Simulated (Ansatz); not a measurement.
Diamond was calculated with r²SCAN0 in Ansatz (plane waves, PAW).

Settings: plane-wave cutoff 520 eV, 12×12×12 k mesh, Fermi–Dirac smearing 0.01 eV, scalar-relativistic PAW data made under PBE.

A third-order Birch–Murnaghan fit to the energies gives V0 = 5.545 Å³/atom, B0 = 479 GPa, B′ = 3.6.

```csv
V (Å³/atom),P (GPa)
5.260,[?]
5.399,[?]
5.537,0.67
5.638,[?]
5.814,-20.85
```

Task: Estimate the withheld pressures from this fit; the answers are the runs' own values.

Result: 
- 5.260, P (GPa): 27.74
- 5.399, P (GPa): 13.43
- 5.638, P (GPa): -7.75

The formula P = (3/2) B0 (x^(7/3) − x^(5/3)) [1 + (3/4)(B′ − 4)(x^(2/3) − 1)] with x = V0/V meets the computed pressures within 0.05 GPa when these rounded values are put in.

Measured, for comparison: bulk modulus 455 GPa (0 K value with the zero-point phonon effect removed; as tabulated in Mejia-Rodriguez and Trickey (2018), arXiv:1807.09216); equilibrium volume per atom 5.61 Å³/atom (static lattice: zero-point anharmonic expansion removed; as tabulated in Mejia-Rodriguez and Trickey (2018), arXiv:1807.09216). Computed (rounded) less measured: bulk modulus +5 %, equilibrium volume per atom -1.2 %.

Computed values are for the static lattice.

Cost on a shared machine: very roughly 4 core-minutes.

Ansatz is a first-principles code.
